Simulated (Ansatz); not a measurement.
C$_{3}$H$_{10}$Si, SMILES `CCC[SiH3]`, relaxed with RKS PBE0-D4/def2-TZVP in Ansatz from a PBE-D4/def2-SVP geometry. The force threshold is 0.005 eV/Å; the program also tests the step.

Charge 0, multiplicity 1.

Start:

```xyz
14

C    -0.449   -1.881   -0.813
C     0.090   -0.825    0.156
C    -0.171    0.617   -0.308
Si    0.479    1.955    0.870
H     0.014   -1.779   -1.817
H    -0.246   -2.910   -0.453
H    -1.547   -1.782   -0.945
H     1.183   -0.977    0.297
H    -0.363   -0.979    1.160
H    -1.263    0.786   -0.447
H     0.288    0.790   -1.307
H    -0.164    1.825    2.227
H     0.180    3.331    0.333
H     1.970    1.827    1.047
```

```json
{"step": "1", "energy (eV)": "-11146.0202", "largest force (eV/Å)": "0.525", "largest move (Å)": "0.000"}
{"step": "2", "energy (eV)": "-11146.0660", "largest force (eV/Å)": "0.159", "largest move (Å)": "0.032"}
{"step": "3", "energy (eV)": "-11146.0701", "largest force (eV/Å)": "0.025", "largest move (Å)": "0.011"}
{"step": "4", "energy (eV)": "-11146.0702", "largest force (eV/Å)": "0.014", "largest move (Å)": "0.004"}
{"step": "5", "energy (eV)": "-11146.0702", "largest force (eV/Å)": "0.006", "largest move (Å)": "0.004"}
{"step": "6", "energy (eV)": "-11146.0702", "largest force (eV/Å)": "0.001", "largest move (Å)": "0.001"}
```

End:

```xyz
14

C    -0.443   -1.861   -0.804
C     0.090   -0.812    0.158
C    -0.174    0.616   -0.312
Si    0.473    1.931    0.858
H     0.017   -1.757   -1.790
H    -0.242   -2.874   -0.446
H    -1.525   -1.760   -0.932
H     1.167   -0.958    0.296
H    -0.360   -0.961    1.146
H    -1.251    0.775   -0.447
H     0.280    0.778   -1.297
H    -0.161    1.793    2.199
H     0.183    3.296    0.340
H     1.946    1.796    1.030
```

Hardware: 4 threads of an Arm Neoverse V1 on a shared host. Wall time 21 s, peak host memory 0.46 GiB.
